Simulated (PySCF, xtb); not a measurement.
CH₂O, SMILES C=O.

GFN2-xTB (xtb) at its own geometry gives an orbital gap of 3.62 eV and a dipole moment of 2.33 D.

The structure is a stationary point at r2SCAN-D4/def2-TZVPD.

Problem. What does B3LYP/def2-TZVPD run with PySCF give? (Estimate from the structure and the level; the computed values follow.)

Solution. gap 5.95 eV (levels -7.66 and -1.71 eV), dipole 2.38 D.
